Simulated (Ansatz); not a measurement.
CsCl-type TlCl was calculated with PBEsol in Ansatz (plane waves, PAW).

Run with plane-wave cutoff 520 eV, 10×10×10 k mesh, Fermi–Dirac smearing 0.01 eV, scalar-relativistic PAW data made under PBE.

Computed at the level's own relaxed cell.

Give the computed Γ–Γ gap, pressure derivative B′ of the bulk modulus, band gap and equilibrium volume per atom.


- Γ–Γ gap: 9.27 eV
- pressure derivative B′ of the bulk modulus: 5.2
- band gap: 1.79 eV
- equilibrium volume per atom: 26.77 Å³/atom

Measured, for comparison: equilibrium volume per atom 28.35 Å³/atom (temperature not stated, no zero-point or thermal correction; as tabulated in Wikipedia's data pages). Computed (rounded) less measured: equilibrium volume per atom -5.6 %.

Spin–orbit coupling is not included; with these elements it can move the gap by several tenths of an eV or more.

Static lattice: no zero-point or thermal effects.

Computing time: roughly 30 core-seconds.

Ansatz is a quantum-chemistry and plane-wave program.
